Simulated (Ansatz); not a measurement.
Results of r²SCAN (plane waves, PAW; Ansatz, a quantum-chemistry and plane-wave program) for Cu₂CdSnS₄ (I-42m, No. 121; cell taken from a computed entry).

Run with plane-wave cutoff 560 eV, 14×14×14 k mesh, Fermi–Dirac smearing 0.05 eV, no spin polarisation, scalar-relativistic PAW data made under PBE.

Cell (relaxed with PBEsol):

```yaml
crystal:
  lattice:
    - [-2.76433, 2.76433, 5.41590]
    - [2.76433, -2.76433, 5.41590]
    - [2.76433, 2.76433, -5.41590]
  atoms:
    - { symbol: Cd, position: [0.00000, 0.00000, 0.00000] }
    - { symbol: Cu, position: [0.75000, 0.25000, 0.50000] }
    - { symbol: Cu, position: [0.25000, 0.75000, 0.50000] }
    - { symbol: Sn, position: [0.50000, 0.50000, 0.00000] }
    - { symbol: S, position: [0.39776, 0.88533, 0.00000] }
    - { symbol: S, position: [0.11467, 0.11467, 0.51244] }
    - { symbol: S, position: [0.88533, 0.39776, 0.00000] }
    - { symbol: S, position: [0.60224, 0.60224, 0.48756] }
```

Problem. Estimate the band gap that the calculation returns.

Solution. 
- band gap = 0.26 eV (on the SCF k mesh)

Note: cell and atoms aren't relaxed at this level (largest force component 0.19 eV/Å, pressure 1.6 GPa).

Spin–orbit coupling is not included.
